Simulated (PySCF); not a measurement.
# Adding and removing an electron: OF

UHF-CCSD(T); basis O aug-cc-pVDZ, F aug-cc-pVDZ; no relativity; PySCF 2.14. Neutral (UHF): doublet (π ↑), Re = 1.376 Å, ωe = 1012 cm⁻¹, De = 1.82 eV.

OF⁻ (RHF): singlet (closed shell), Re = 1.552 Å, ωe = 728 cm⁻¹, De = 0.78 eV to O + F⁻. The energies at the minima are -174.54253 hartree for OF and -174.62299 for OF⁻.

**Question.** Work out the adiabatic electron affinity, without and with harmonic zero-point energies (1 hartree = 27.2114 eV, 1 eV = 8065.5 cm⁻¹), and the change of the bond length.

**Answer.** At CCSD(T): 0.08046 hartree = 2.189 eV between the minima; the zero-point term (1012.0 − 728.0)/2 cm⁻¹ = +0.018 eV makes it 2.207 eV. Re changes by +17.6 pm against the neutral. The electron enters a π orbital, and the longer bond of the ion fits an antibonding orbital, or a change in how ionic the bond is.

Correlated steps freeze 2 core orbitals. Correlated levels converge slowly with the basis: in double zeta they bind strong bonds too weakly, by up to about 1 eV, and carry superposition errors of some tenths. For an ion De counts to the pair picked by the measured ionisation energies or electron affinities, which need not be the lowest pair at this level. Where the molecule has an RHF reference, its open-shell atoms are computed with UHF. The CCSD T1 diagnostic is raised in OF⁻, a sign that a single reference may not be enough there. States were picked by a PBE0 search and need not be the measured ground states.

Neutral and ion stand on different kinds of reference determinant, which adds to the error of the difference.
